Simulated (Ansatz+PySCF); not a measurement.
The numbers below are computed, except where a source is named.
## Ansatz (development build ahead of 0.2.0) run

```yaml
crystal:
  periodic: [false, false, false]
  atoms:
    - { symbol: C, position_ang: [0.0, 0.0, 0.15007] }
    - { symbol: H, position_ang: [0.0, 0.0, -0.95045] }
basis:
  gaussian: { orbitals: cc-pVTZ }
magnetization:
  spin_polarized: true
  initial_magnetization: 1
hamiltonian:
  xc: hf
correlation:
  method: mp2
  frozen_orbitals: { C: 1, H: 0 }
output:
  forces: true
```

The input is written out in the form of the current development build from the run's settings.

The run gave:

```json
{
  "Converged": "yes",
  "Reference energy": "-38.28503 hartree",
  "Correlation energy": "-0.09261 hartree",
  "Total energy": "-38.37764 hartree",
  "Spin squared of the determinant": "1.107",
  "Stability test": "minimum"
}
```

Forces (eV/Å):
```csv
atom,Fx,Fy,Fz
C1,0.000,0.000,0.366
H2,0.000,0.000,-0.366
```

Caution: the unrestricted determinant is spin contaminated; the determinant breaks the point group; another reference gives a lower total.
